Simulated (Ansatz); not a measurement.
Results of B3LYP (VWN-RPA form) (PAW; Ansatz, an electronic-structure program) for fluorite CdF₂.

Numerical settings: plane-wave cutoff 460 eV, 8×8×8 k mesh, Fermi–Dirac smearing 0.01 eV, scalar-relativistic PAW data made under PBE.

Cell (relaxed at this level):

Space group Fm-3m (No. 225); a = b = c = 5.460 Å, α = β = γ = 90.00°

```csv
atom,site,symmetry,x,y,z
Cd,4a,m-3m,0.0000,0.0000,0.0000
F,8c,-43m,0.2500,0.2500,0.2500
```
(The calculation used a cell of 3 atoms; values per cell refer to that cell.)

### Question
Give the computed bulk modulus, band gap, smallest direct gap on the k points sampled and pressure derivative B′ of the bulk modulus.

### Answer

- bulk modulus = 100 GPa
- band gap = 5.24 eV (on the SCF k mesh)
- smallest direct gap on the k points sampled = 5.84 eV
- pressure derivative B′ of the bulk modulus = 4.8

Measured, for comparison: band gap 7.8 eV (temperature not stated, not corrected to a static lattice, indirect W–Γ; as tabulated in Cappellini et al. (2013), arXiv:1302.2571).

Spin–orbit coupling is not included.

Computed values are for the static lattice.

Computing time: about 14 core-minutes (a rough figure).
